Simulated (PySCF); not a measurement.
# Fractional electron number in Be (beryllium, neutral)

The 2s beta orbital of [He] 2s2 is emptied in steps (occupation f), with all orbitals relaxed, ending at [He] 2s1. Computed with PySCF 2.14 in x2c-TZVPall (5s3p1d, 19 functions), with the spin-free X2C one-electron Hamiltonian (Gaussian nucleus). The exact energy is a straight line in f; departures are measured from the line between the end points of the same method.

| f | UHF (eV) | LDA (eV) | LC-wPBE (eV) | BHandHLYP (eV) | CAM-B3LYP (eV) |
| --- | --- | --- | --- | --- | --- |
| 1 | 0.000 | 0.000 | 0.000 | 0.000 | 0.000 |
| 0.75 | 0.063 | -0.643 | -0.022 | -0.330 | -0.274 |
| 0.5 | 0.077 | -0.854 | -0.033 | -0.449 | -0.375 |
| 0.25 | 0.053 | -0.633 | -0.031 | -0.345 | -0.291 |
| 0 | 0.000 | 0.000 | 0.000 | 0.000 | 0.000 |

| method | E(f=0) − E(f=1) (eV) | −ε at f=1 (eV) | −ε at f=0.5 (eV) |
| --- | --- | --- | --- |
| UHF | 8.043 | 8.415 | 8.018 |
| LDA | 9.022 | 5.596 | 9.048 |
| LC-wPBE | 9.023 | 8.914 | 9.005 |
| BHandHLYP | 8.963 | 7.233 | 8.924 |
| CAM-B3LYP | 9.108 | 7.673 | 9.066 |

Orbital energy along the path (eV):

| f | UHF | LDA | LC-wPBE | BHandHLYP | CAM-B3LYP |
| --- | --- | --- | --- | --- | --- |
| 1 | -8.415 | -5.596 | -8.914 | -7.233 | -7.673 |
| 0.75 | -8.187 | -7.308 | -8.953 | -8.058 | -8.353 |
| 0.5 | -8.018 | -9.048 | -9.005 | -8.924 | -9.066 |
| 0.25 | -7.885 | -10.754 | -9.071 | -9.852 | -9.834 |
| 0 | -7.777 | -12.052 | -8.671 | -10.582 | -10.651 |

As f goes to zero the orbital energy of a semilocal functional can turn back, because the density of that orbital vanishes from the exchange-correlation potential.

Reference removal energy between the ground levels: 9.323 eV (measured; NIST Atomic Spectra Database, ionization energies). UHF lacks correlation.
